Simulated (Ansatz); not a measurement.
Two shapes of singlet CH₄.

Shape 1:

```xyz
5

C     0.0301   -0.0802    0.1643
H     0.7093    0.5654    0.7283
H    -0.6586   -0.7211    0.5991
H    -0.4875    0.4806   -0.6520
H     0.5960   -0.6037   -0.5813
```

Shape 2:

```xyz
5

C    -0.0029   -0.0019    0.0000
H     0.6352    0.6323    0.6334
H    -0.6243   -0.6267    0.6267
H    -0.6241    0.6326   -0.6245
H     0.6251   -0.6327   -0.6247
```

Basis set: cc-pVDZ (spherical functions). Correlated methods keep 1 orbital frozen. Charge 0, multiplicity 1.

Computed with Ansatz (development build ahead of 0.2.0); each method stands on the lowest determinant of its kind that the runs found.

Problem. Which shape is lower in energy, and by how much in each method?

Solution.

| method | E(2) − E(1) (eV) |
| --- | --- |
| RHF | -0.446 |
| RHF-MP2 | -0.416 |

Shape 2 is lower.
